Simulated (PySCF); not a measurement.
Isomers of C5H7P side by side.

PySCF, CAM-B3LYP/def2-SVPD, density fitting, gas phase; each molecule at its own GFN2-xTB geometry, one conformer. Singlet excitations by full TDDFT with frozen cores and triplets by Tamm–Dancoff TDDFT. 

Torsions of the conformers computed, which needn't be the lowest (atom-mapped SMILES):
- `[CH:1]1=[CH:2][P:3]1[CH:4]1[CH2:5][CH2:6]1`: C2–P3–C4–C5 -169°
- `[CH2:1]=[C:2]=[P:3][CH:4]1[CH2:5][CH2:6]1`: C2–P3–C4–C5 146°
- `[CH2:1]=[CH:2][P:3]=[C:4]=[CH:5][CH3:6]`: C1–C2–P3–C4 179°

Reference: `C1=CP1C1CC1`, with HOMO energy -7.94 eV, LUMO energy 0.79 eV, lowest singlet excitation 5.21 eV, lowest triplet excitation 4.01 eV, mean polarisability 78.2 au and dipole moment 1.41 D.

Changes against it:

| molecule | Δ electronic energy (kcal/mol) | Δ HOMO energy (eV) | Δ LUMO energy (eV) | Δ lowest singlet excitation (eV) | Δ lowest triplet excitation (eV) | Δ mean polarisability (au) | Δ dipole moment (D) |
| --- | --- | --- | --- | --- | --- | --- | --- |
| C=CP=C=CC | -13.8 | +0.05 | -1.14 | -0.91 | -1.26 | +18.6 | +0.13 |
| C1=CPC=CC1 | -41.9 | +0.30 | +0.31 | +0.27 | +0.11 | +1.4 | -0.22 |

Rows whose labels were lost:

```tsv
row	Δ electronic energy (kcal/mol)	Δ HOMO energy (eV)	Δ LUMO energy (eV)	Δ lowest singlet excitation (eV)	Δ lowest triplet excitation (eV)	Δ mean polarisability (au)	Δ dipole moment (D)
P	-14.8	+0.20	-1.25	-0.76	-1.55	+13.0	+0.24
Q	-6.7	-0.11	-0.82	-0.52	-1.04	+10.8	-0.08
```

Question: Which row belongs to which of `CC#C/P=C/C` and `C=C=PC1CC1`?

Answer: P = `CC#C/P=C/C` and Q = `C=C=PC1CC1`. P and Q are told apart most clearly by the electronic energy (-14.8 against -6.7 kcal/mol).
